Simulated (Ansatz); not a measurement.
Bulk modulus B0 (GPa) of solids drawn from the class of elemental solids other than molecular ones, at two levels: PBE in Ansatz (PAW), and r²SCAN (Ansatz, an electronic-structure program, PAW).

| solid | PBE | r²SCAN | shift (%) |
|---|---|---|---|
| bcc Ba | 8.70 | 8.39 | -3.6 |
| fcc Ir | 347 | 377 | +8.6 |
| bcc Na | 7.77 | 7.66 | -1.4 |
| hcp Cd | 38.4 | 43.9 | +14.3 |
| hcp Zr | 93.3 | 95.2 | +2.0 |
| fcc Pd | 168 | 185 | +10.1 |
| hcp Mg | 36.0 | 39.6 | +10.0 |
| α-phase Ga | 48.4 | 63.4 | +31 |
| fcc Ca | 17.4 | 17.9 | +2.9 |
| bcc V | 182 | 194 | +6.6 |

The shifts run from -3.6 % to +31 %, with a median of +7.6 %.

Over all 10 rows r²SCAN is the larger in 8.

Ansatz's runs of these crystals have no spin polarisation. Meta-GGA and hybrid levels favour moments, which can bear on fcc Pd, bcc V.

Spin–orbit coupling is left out, also for the solids with elements from indium on (bcc Ba, fcc Ir); its size isn't shown.

Each level is taken at its own relaxed cell. Ansatz's density-functional and Hartree–Fock values are scalar-relativistic unless marked +SOC, with PAW data made under PBE.
